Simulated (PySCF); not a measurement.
Point-charge models of `N#CCCS` against its computed dipole.

Coordinates (PBE0-D3(BJ)/def2-SVP, Å) and charges (e) from the PBE0/pcSseg-1 density (PySCF):

| atom | x | y | z | Mulliken | IAO | Hirshfeld | ESP-fitted |
| --- | --- | --- | --- | --- | --- | --- | --- |
| N1 | 2.891 | -0.083 | 0.552 | -0.2434 | -0.2407 | -0.2247 | -0.4453 |
| C2 | 1.749 | -0.260 | 0.497 | +0.0535 | +0.1327 | +0.0837 | +0.2807 |
| C3 | 0.305 | -0.449 | 0.410 | -0.1935 | -0.2941 | -0.0448 | +0.0201 |
| C4 | -0.401 | 0.755 | -0.214 | -0.3733 | -0.3285 | -0.0600 | -0.0746 |
| S5 | -2.204 | 0.572 | -0.271 | -0.0943 | -0.0504 | -0.0403 | -0.3222 |
| H6 | 0.108 | -1.358 | -0.181 | +0.1722 | +0.1762 | +0.0631 | +0.0632 |
| H7 | -0.095 | -0.639 | 1.419 | +0.1827 | +0.1851 | +0.0633 | +0.0572 |
| H8 | -0.224 | 1.655 | 0.395 | +0.1816 | +0.1703 | +0.0550 | +0.1492 |
| H9 | -0.005 | 0.968 | -1.217 | +0.1767 | +0.1609 | +0.0500 | +0.0643 |
| H10 | -2.231 | -0.400 | -1.209 | +0.1378 | +0.0886 | +0.0546 | +0.2075 |

Compute μ = Σ q r for each scheme (1 e·Å = 4.803 D) and compare with the dipole of the full density.

The full density gives (-2.65, -0.89, -0.91) D, 2.94 D in size; dipole vectors point from the negative to the positive end.

```
    scheme     μx     μy     μz  size (D)  share of the full size (%)  angle to the full dipole (°)
  Mulliken  -3.17  -0.85  -0.79      3.37                         115                             6
       IAO  -2.62  -0.55  -0.52      2.73                          93                            10
 Hirshfeld  -2.58  -0.29  -0.50      2.65                          90                            14
ESP-fitted  -2.62  -0.87  -0.94      2.92                          99                             1
```

Which set comes closest?

Length of the difference vector: ESP-fitted 0.04 D, IAO 0.51 D, Mulliken 0.54 D, Hirshfeld 0.73 D. Closest: ESP-fitted. ESP charges are fitted to the potential around the molecule, whose slowest-falling term is the dipole's. 

What is left for the Hirshfeld atoms' own dipoles?

The shares of the density sum to the whole, so what Σ q r misses lies in dipoles about the nuclei. The atomic dipoles sum to (-2.65, -0.89, -0.91) − (-2.58, -0.29, -0.50) = (-0.07, -0.60, -0.41) D, 0.73 D in size.

With the origin at the mean of the coordinates, (-0.011, 0.076, 0.018) Å, which are the largest single terms, by size, of the Mulliken dipole along the direction of the full one?

N1 +3.19, H10 +1.67, S5 -0.87, C2 -0.42, C4 -0.39 D; all 10 atoms together +3.36 D. The single terms depend on the origin, their sum doesn't.

Give the size of the full dipole in other units.

2.94 D = 1.155 au = 0.611 e·Å = 9.79 × 10⁻³⁰ C·m.

Isolated species at its PBE0-D3(BJ)/def2-SVP geometry (one conformer only).

Shape of the structure used: `[N:1]#[C:2][CH2:3][CH2:4][SH:5]`: C2–C3–C4–S5 -178°, H–S5–C4–C3 -70°.
